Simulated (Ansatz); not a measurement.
An elementary step

Start structure (CH₅AlO, closed shell), relaxed at PBE0-D4/def2-TZVP:

```csv
atom,x (Å),y (Å),z (Å)
Al1,-0.9921,-1.1479,0.4467
H2,-0.9287,-1.9724,-0.9059
O3,-0.0848,0.2674,0.5762
C4,0.7805,0.9501,-0.2822
H5,0.8876,0.4539,-1.2556
H6,-1.8486,-1.5456,1.7095
H7,1.7748,1.0285,0.1697
H8,0.4115,1.9660,-0.4583
```

The step: CH₅AlO ([CH3][O][AlH2]) → CH₃AlO ([CH3][O][Al]) + H₂; bonds formed: H2–H5, C4–H6; bonds broken: Al1–H2, Al1–H6, C4–H5. Computed with Ansatz 0.2.0 (basis: def2-TZVPP and def2-QZVPP); correlated methods freeze the cores. Extrapolation: Hartree–Fock as exp(−7.88 √X), correlation as X^−2.97. Energies below are by CCSD(T) at an estimated basis limit (MP2 extrapolated from triple and quadruple zeta, plus CCSD(T) − MP2 in triple zeta).

Question: What are the electronic barrier and the energy of the step, from the start structure to the end structure? (An estimate is asked for; the value comes from the calculation.)

Answer: Computed: Barrier 3.375 eV; step energy 0.695 eV (uphill); reverse barrier, their difference, 2.680 eV. Barrier and step energy count from the start structure, the reverse barrier from the end structure.

The saddle point: One imaginary mode of 385i cm⁻¹.
| pair | start (Å) | saddle (Å) | end (Å) |
| --- | --- | --- | --- |
| H2–H5 | 3.05 | 0.83 | 0.75 |
| C4–H6 | 4.14 | 2.50 | 1.10 |
| Al1–H2 | 1.59 | 1.84 | 3.32 |
| Al1–H6 | 1.58 | 1.61 | 3.59 |
| C4–H5 | 1.10 | 2.01 | 3.73 |

Zero-point energy (harmonic, PBE0-D4): ZPE is 1.503 eV at the start and 1.382 eV at the saddle, so the barrier goes from 3.375 to 3.254 eV.

First-order rate constant out of the start structure at 498 K by transition-state theory, with harmonic vibrational free energies alone and no tunnelling: ΔA‡ = 3.334 eV, so k = (kB T/h) exp(−ΔA‡/kB T) ≈ 10^-21 s⁻¹ (an order of magnitude at best: rotation, the number of equivalent paths and anharmonicity are left out).

T1 diagnostic: at most 0.034. The T1 diagnostic is large here, which may signal multireference character or strong orbital relaxation, so CCSD(T) is less sure. The restricted Hartree–Fock reference is unstable towards an unrestricted one at one or more of these structures. A large double-excitation amplitude points to some diradical character; no triplet was computed.

Labels in which every atom is bracketed show which atoms are joined, not bond orders.

For scale, one of the runs: CCSD(T)/def2-TZVPP, 174 basis functions, launched by `ansatz run in.yaml --threads 2 --pin off --events-out ev --progress --plain --max-ram 4352MiB`. The run took 14 s on 2 CPU threads of an Intel Xeon 6975P-C (shared host), with 1.6 GiB of host memory at its peak.
